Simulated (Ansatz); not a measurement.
Ansatz (a quantum-chemistry and plane-wave program) input (PBE/def2-TZVPP):

Ansatz 0.2 input:
```yaml
crystal:
  periodic: [false, false, false]
  atoms:
    - {symbol: C, position_ang: [0.01118773, 0.75889942, -0.01238914]}
    - {symbol: C, position_ang: [1.30488840, 1.02329449, 0.00343307]}
    - {symbol: Cl, position_ang: [-0.63700773, -0.85323169, 0.00417952]}
    - {symbol: H, position_ang: [-0.75905041, 1.51625302, -0.03695357]}
    - {symbol: H, position_ang: [2.05291747, 0.24314247, 0.02802818]}
    - {symbol: H, position_ang: [1.63880765, 2.05237986, -0.00839007]}
basis:
  gaussian:
    orbitals: def2-TZVPP
hamiltonian:
  xc: {name: PBE}
magnetization: {spin_polarized: false}
```

Output:

```
Functional definition: PBE
integrals: 0.05 GiB planned
831 factors; their error is unknown
mean field: 0.43 GiB planned
mean field evaluation 1: about -14626.6025 eV, gradient 6.9e1 eV
mean field evaluation 2: about -14600.0107 eV, gradient 1.1e2 eV
mean field evaluation 4: about -14637.7714 eV, gradient 1.1e1 eV
mean field evaluation 8: about -14638.0446 eV, gradient 4.1e-1 eV
mean field evaluation 16: about -14638.0448 eV, gradient 2.3e-5 eV
mean field -14638.04481370 eV, -537.9382248803 hartree, gradient 2.3e-5 eV, S^2 0.000000; 0 other end points of the search recorded, 0 dependent functions left out
reference -14638.04484557 eV, -537.9382260516 hartree; 16, 16 occupied and 130, 130 virtual orbitals, 831 factors
Total energy: -14638.04484557 eV, -537.9382260516 hartree
```
